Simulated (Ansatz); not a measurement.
Run this with Ansatz 0.2.0 through its Python package and show what comes out.

`run_composite.py`:
```python
import itertools

import ansatz as az
from ase.data import atomic_numbers, covalent_radii
import numpy as np

BASIS = 'def2-SVP'
XC = 'pbe0'
CHARGE = -1


def main() -> None:
    mol = (
        az.Crystal.molecule()
        .atom('C', (0.0, 0.0, 0.0))
        .atom('S', (0.0, 0.0, 1.795))
    )

    base = (
        mol.calculation()
        .basis(gaussian=BASIS)
        .functional(XC)
        .charge(CHARGE)
        .spin('collinear', total=1)
        .scf(lower_state_search='light')
    )
    symbols = [site.symbol for site in mol.cartesian_sites]
    start = np.array([site.position_ang for site in mol.cartesian_sites], dtype=float)
    rep = base.relax(force_tolerance=0.01, max_steps=100).run(threads=1).report
    end = np.array(rep['positions_ang'])
    radius = [covalent_radii[atomic_numbers[s]] for s in symbols]
    span = lambda where, i, j: np.linalg.norm(where[i] - where[j])
    bonded = [(i, j) for i, j in itertools.combinations(range(len(symbols)), 2) if min(span(start, i, j), span(end, i, j)) < 1.2 * (radius[i] + radius[j])]
    print('pair        before    after (A)')
    for i, j in bonded:
        print(f'{symbols[i]}{i}-{symbols[j]}{j}'.ljust(10), f'{span(start, i, j):8.4f} {span(end, i, j):8.4f}')

    minimum = az.Crystal.molecule()
    for symbol, place in zip(symbols, end):
        minimum = minimum.atom(symbol, place.tolist())
    at_minimum = (
        minimum.calculation()
        .charge(CHARGE)
        .spin('collinear', total=1)
    )
    level = lambda method, basis: at_minimum.basis(gaussian=basis).correlation(method).run(threads=1).report
    small, large, cluster = level('mp2', 'cc-pVDZ'), level('mp2', 'cc-pVTZ'), level('ccsd_t', 'cc-pVDZ')
    corr = lambda each: (each['free_energy_ev'] - each['reference_energy_ev']) / 27.211386246
    mp2_limit = (27 * corr(large) - 8 * corr(small)) / 19
    pieces = {'HF / cc-pVTZ': large['reference_energy_ev'] / 27.211386246, 'MP2 correlation, DZ-TZ limit': mp2_limit, 'CCSD(T) - MP2 / cc-pVDZ': corr(cluster) - corr(small)}
    for name, value in pieces.items():
        print(f'{name:32s} {value:14.6f} Ha')
    print(f'{"sum":32s} {sum(pieces.values()):14.6f} Ha')
    print('T1 diagnostic', round(cluster['correlation']['coupled_cluster']['t1_diagnostic'], 4))


if __name__ == '__main__':
    main()
```

```console
$ python run_composite.py
pair        before    after (A)
C0-S1        1.7950   1.6401
HF / cc-pVTZ                        -435.339310 Ha
MP2 correlation, DZ-TZ limit          -0.325007 Ha
CCSD(T) - MP2 / cc-pVDZ               -0.034686 Ha
sum                                 -435.699003 Ha
T1 diagnostic 0.028
```

What to keep in mind:
- The settings weren't tested for convergence.
- The sum leaves out core correlation, relativity, the Hartree-Fock basis error and zero-point energy; a DZ-TZ extrapolation is rough.
- The run takes the species as open-shell (spin multiplicity 2), which needn't be its ground state.
- Inner cores stay frozen, so this is valence correlation.
- For Al to Cl the sets with a tight d function, cc-pV(X+d)Z, are usual.
- The spin state was assumed, and another may lie lower.
- Anions want diffuse functions, which this basis lacks.
- Timing: 7.8 s on 1 thread of Arm Neoverse V2, with other jobs on the host, peak memory 0.18 GiB.
